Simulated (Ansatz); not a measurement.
## GePd (Pnma)

Level of theory: Ansatz, DFT r2SCAN, scalar-relativistic, plane waves, PAW.

Cutoff 500 eV; k points 6×10×6 on the computed 8-atom cell (Γ-centred); Gaussian smearing, width 0.10 eV; no spin polarisation.

The structure is relaxed at this level of theory with its symmetry kept. Whether it is the stable form of this composition wasn't checked.

```yaml
crystal:
  lattice:
    - [5.79775, 0.00000, 0.00000]
    - [0.00000, 3.54324, 0.00000]
    - [0.00000, 0.00000, 6.28260]
  atoms:
    - { symbol: Ge, position: [0.81443, 0.75000, 0.57696] }
    - { symbol: Ge, position: [0.18557, 0.25000, 0.42304] }
    - { symbol: Ge, position: [0.68557, 0.25000, 0.07696] }
    - { symbol: Ge, position: [0.31443, 0.75000, 0.92304] }
    - { symbol: Pd, position: [0.99681, 0.75000, 0.19107] }
    - { symbol: Pd, position: [0.00319, 0.25000, 0.80893] }
    - { symbol: Pd, position: [0.50319, 0.25000, 0.69107] }
    - { symbol: Pd, position: [0.49681, 0.75000, 0.30893] }
```

| Quantity | Value |
| --- | --- |
| Space group | Pnma (No. 62) |
| Volume per atom | 16.13 Å³ |
| Formation energy from the elements' standard states (uncorrected) | -0.420 eV/atom |
| Generalised Kohn–Sham band gap | none (metal) |
| Density of states at the Fermi level | 2.43 states/eV per cell |
| Löwdin character within 0.5 eV of the Fermi level | Ge 4p 50 %, Pd 4d 33 %, Ge 4s 13 % |
| Bulk modulus | 136 GPa |
| Its pressure derivative | 5.2 |
| Bader charges (e) | Ge (4 in the cell) 0.36, Pd (4 in the cell) -0.36 |

Cost: 9 runs of about 47 core-minutes in all, on Oxide Virtual Turin-like Processor (Zen 5) (shared hosts).